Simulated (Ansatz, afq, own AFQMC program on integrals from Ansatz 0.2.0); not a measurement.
Two steps: Ansatz 0.2.0 writes the Fock matrix and Cholesky factors of the valence space, and afq projects on them the lowest state that overlaps trial and start.

```yaml
crystal:
  periodic: [false, false, false]
  atoms:
    - {symbol: C, position_ang: [0.000000, 0.000000, 0.000000]}
    - {symbol: H, position_ang: [0.364650, 0.749992, 0.747980]}
    - {symbol: H, position_ang: [-0.374199, -0.745045, 0.748208]}
    - {symbol: H, position_ang: [-0.362222, 0.746225, -0.752912]}
    - {symbol: H, position_ang: [0.371770, -0.751172, -0.743276]}
basis:
  gaussian: {orbitals: cc-pVDZ}
total_charge: 1
magnetization: {spin_polarized: true, initial_magnetization: 3}
correlation: {method: ccsd_t, electrons: outside_noble_gas, hamiltonian_folder: ham}
```

```sh
$ ansatz run in.yaml --threads 1 --pin off --events-out ev --progress --plain --max-ram 1843MiB
```

afq runs on the folder ham with

```
--method phaseless --trial cisd --walkers 60 --populations 1 --least-time 40 --time-step 0.005 --steps-per-block 50 --equilibration-blocks 28 --max-blocks 300 --target-error 0.00032 --factor-cut 1e-05 --start spin_pure --seed 3280 --release-times 0.24,0.51,0.99,1.62,2.4 --release-step 0.03 --release-every 4 --taylor-order 6
```

Times are imaginary, in 1/Eh. The walk had a cap of 683 s.

Output of the walk:

```
orbitals 33  electrons 5 2  factors 259 of 301
reference energy -39.37476350 Eh
CCSD correlation -0.13410429 Eh in 12 cycles, weight of the determinant in the CISD state 0.9359
energy of the start -39.508837 Eh
 block  time / (1/Eh)  mean weight  energy / Eh
     1     0.250  0.9985  -39.508504
     2     0.500  1.0015  -39.508687
     3     0.750  0.9987  -39.509313
     4     1.000  0.9998  -39.509894
     5     1.250  0.9981  -39.510348
    10     2.500  1.0002  -39.510955
    29     7.250  0.9996  -39.512716
    49    12.250  1.0003  -39.510419
    69    17.250  1.0024  -39.509402
    89    22.250  0.9994  -39.511922
   109    27.250  0.9994  -39.513765
   129    32.250  0.9992  -39.513806
   133    33.250  0.9976  -39.517474
   149    37.250  1.0029  -39.513416
   169    42.250  0.9985  -39.513292
   185    46.250  1.0012  -39.512233
blocks merged  error / Eh  count
     1  0.000136  160
     2  0.000170  80
     4  0.000217  40
     8  0.000247  20
    16  0.000258  10
released: time / (1/Eh)  energy / Eh  error  mean overlap
  0.24  -39.512332  0.000283  1.0021
  0.51  -39.512524  0.000214  0.9984
  0.99  -39.512881  0.000239  0.9888
  1.62  -39.512849  0.000243  0.9902
  2.40  -39.512401  0.000322  1.0095
energy -39.512062 +/- 0.000247 Eh
(rows thinned)
```

The run passed its tests (sampling time, drift between the halves within three errors, error under three times the target), which doesn't prove that it has relaxed.

Against this walk (error 6.7 meV) on the same determinant: CCSD(T) 7.4 meV higher (within the noise), CCSDT(Q) 13.6 meV lower. The error is statistical and leaves out the bias of the constraint. Released to 2.40 1/Eh the energy moves by -9 ± 11 meV (both errors), within twice the noise.

Cautions: constraint bias not in the error; another spin lies lower (by 11.17 eV).

The walk took 2.3 min on 1 thread of Arm Neoverse V1, on a shared host. The log's last line is the phaseless energy.

CCSDT and higher add their correlation energy to the determinant of the CCSD(T) run, since their own runs factorise the integrals more tightly (a shift of under 2 meV). A walk keeps the symmetry of its determinant, which the program's search chose and which needn't be the lowest solution, so a lower state of the same spin and another symmetry isn't excluded.
